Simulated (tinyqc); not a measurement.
UHF in the sto-3g basis, for CH2, spin multiplicity 3, step by step. One step of it, computed by the program tinyqc.

Task: Iteration 9 (converged): orbitals. Diagonalise F' = X^T F X, C = X C', fill 5 alpha and 3 beta electrons from the bottom; D(s) = C_occ C_occ^T. Each column has its largest component positive (the first on a tie).

converged F(alpha) (hartree):
```
,1C 1s,1C 2s,1C 2px,1C 2py,1C 2pz,2H 1s,3H 1s
1C 1s,-10.987069,-2.981886,0.000000,0.000000,-0.006446,-0.835310,-0.835310
1C 2s,-2.981886,-1.604291,0.000000,0.000000,-0.008309,-0.788600,-0.788600
1C 2px,0.000000,0.000000,-0.369539,0.000000,0.000000,0.000000,0.000000
1C 2py,0.000000,0.000000,0.000000,-0.344090,0.000000,-0.387310,0.387310
1C 2pz,-0.006446,-0.008309,0.000000,0.000000,-0.355372,-0.239590,-0.239590
2H 1s,-0.835310,-0.788600,0.000000,-0.387310,-0.239590,-0.504513,-0.262326
3H 1s,-0.835310,-0.788600,0.000000,0.387310,-0.239590,-0.262326,-0.504513
```

converged F(beta) (hartree):
```
,1C 1s,1C 2s,1C 2px,1C 2py,1C 2pz,2H 1s,3H 1s
1C 1s,-10.931166,-2.928410,0.000000,0.000000,-0.006519,-0.817955,-0.817955
1C 2s,-2.928410,-1.217373,0.000000,0.000000,-0.265335,-0.710762,-0.710762
1C 2px,0.000000,0.000000,0.373438,0.000000,0.000000,0.000000,0.000000
1C 2py,0.000000,0.000000,0.000000,-0.210436,0.000000,-0.372759,0.372759
1C 2pz,-0.006519,-0.265335,0.000000,0.000000,0.246439,-0.220149,-0.220149
2H 1s,-0.817955,-0.710762,0.000000,-0.372759,-0.220149,-0.501345,-0.234850
3H 1s,-0.817955,-0.710762,0.000000,0.372759,-0.220149,-0.234850,-0.501345
```

X:
```
,1C 1s,1C 2s,1C 2px,1C 2py,1C 2pz,2H 1s,3H 1s
1C 1s,1.027201,-0.157222,0.000000,0.000000,-0.012792,0.026734,0.026734
1C 2s,-0.157222,1.350485,0.000000,0.000000,0.149717,-0.386441,-0.386441
1C 2px,0.000000,0.000000,1.000000,0.000000,0.000000,0.000000,0.000000
1C 2py,0.000000,0.000000,0.000000,1.218295,0.000000,-0.328273,0.328273
1C 2pz,-0.012792,0.149717,0.000000,0.000000,1.068711,-0.177908,-0.177908
2H 1s,0.026734,-0.386441,0.000000,-0.328273,-0.177908,1.305507,-0.038715
3H 1s,0.026734,-0.386441,0.000000,0.328273,-0.177908,-0.038715,1.305507
```

Give: F' = X^T F X; orbital energies; coefficients C; F' = X^T F X; orbital energies; coefficients C; D(alpha) after iteration 9; D(beta) after iteration 9.

Result:

F' = X^T F X (alpha) (hartree):
```
,1,2,3,4,5,6,7
1,-10.749,-1.566,0.000,0.000,-0.035,-0.137,-0.137
2,-1.566,-0.673,0.000,0.000,0.228,-0.498,-0.498
3,0.000,0.000,-0.370,0.000,0.000,0.000,0.000
4,0.000,0.000,0.000,0.057,0.000,-0.473,0.473
5,-0.035,0.228,0.000,0.000,-0.225,-0.262,-0.262
6,-0.137,-0.498,0.000,-0.473,-0.262,0.096,-0.076
7,-0.137,-0.498,0.000,0.473,-0.262,-0.076,0.096
```

orbital energies (alpha) (hartree): MO1 -10.995, MO2 -0.910, MO3 -0.558, MO4 -0.427, MO5 -0.370, MO6 0.706, MO7 0.786

coefficients C (alpha):
```
,MO1,MO2,MO3,MO4,MO5,MO6,MO7
1C 1s,0.992,-0.245,0.000,0.080,0.000,-0.175,0.000
1C 2s,0.035,0.777,0.000,-0.428,0.000,1.175,0.000
1C 2px,0.000,0.000,0.000,0.000,1.000,0.000,0.000
1C 2py,0.000,0.000,0.584,0.000,0.000,0.000,1.166
1C 2pz,0.004,0.024,0.000,0.844,0.000,0.718,0.000
2H 1s,-0.008,0.210,0.401,0.233,0.000,-0.941,-0.922
3H 1s,-0.008,0.210,-0.401,0.233,0.000,-0.941,0.922
```

F' = X^T F X (beta) (hartree):
```
,1,2,3,4,5,6,7
1,-10.698,-1.572,0.000,0.000,-0.002,-0.135,-0.135
2,-1.572,-0.232,0.000,0.000,-0.035,-0.490,-0.490
3,0.000,0.000,0.373,0.000,0.000,0.000,0.000
4,0.000,0.000,0.000,0.227,0.000,-0.489,0.489
5,-0.002,-0.035,0.000,0.000,0.368,-0.240,-0.240
6,-0.135,-0.490,0.000,-0.489,-0.240,0.057,-0.074
7,-0.135,-0.490,0.000,0.489,-0.240,-0.074,0.057
```

orbital energies (beta) (hartree): MO1 -10.936, MO2 -0.729, MO3 -0.514, MO4 0.307, MO5 0.373, MO6 0.779, MO7 0.872

coefficients C (beta):
```
,MO1,MO2,MO3,MO4,MO5,MO6,MO7
1C 1s,0.994,-0.197,0.000,0.151,0.000,-0.181,0.000
1C 2s,0.029,0.538,0.000,-0.699,0.000,1.179,0.000
1C 2px,0.000,0.000,0.000,0.000,1.000,0.000,0.000
1C 2py,0.000,0.000,0.492,0.000,0.000,0.000,1.207
1C 2pz,0.004,0.176,0.000,0.755,0.000,0.792,0.000
2H 1s,-0.007,0.344,0.471,0.237,0.000,-0.900,-0.889
3H 1s,-0.007,0.344,-0.471,0.237,0.000,-0.900,0.889
```

D(alpha) after iteration 9:
```
,1C 1s,1C 2s,1C 2px,1C 2py,1C 2pz,2H 1s,3H 1s
1C 1s,1.051,-0.190,0.000,0.000,0.066,-0.041,-0.041
1C 2s,-0.190,0.789,0.000,0.000,-0.342,0.063,0.063
1C 2px,0.000,0.000,1.000,0.000,0.000,0.000,0.000
1C 2py,0.000,0.000,0.000,0.341,0.000,0.234,-0.234
1C 2pz,0.066,-0.342,0.000,0.000,0.713,0.202,0.202
2H 1s,-0.041,0.063,0.000,0.234,0.202,0.259,-0.062
3H 1s,-0.041,0.063,0.000,-0.234,0.202,-0.062,0.259
```

D(beta) after iteration 9:
```
,1C 1s,1C 2s,1C 2px,1C 2py,1C 2pz,2H 1s,3H 1s
1C 1s,1.026,-0.077,0.000,0.000,-0.031,-0.074,-0.074
1C 2s,-0.077,0.290,0.000,0.000,0.095,0.185,0.185
1C 2px,0.000,0.000,0.000,0.000,0.000,0.000,0.000
1C 2py,0.000,0.000,0.000,0.242,0.000,0.232,-0.232
1C 2pz,-0.031,0.095,0.000,0.000,0.031,0.061,0.061
2H 1s,-0.074,0.185,0.000,0.232,0.061,0.340,-0.104
3H 1s,-0.074,0.185,0.000,-0.232,0.061,-0.104,0.340
```
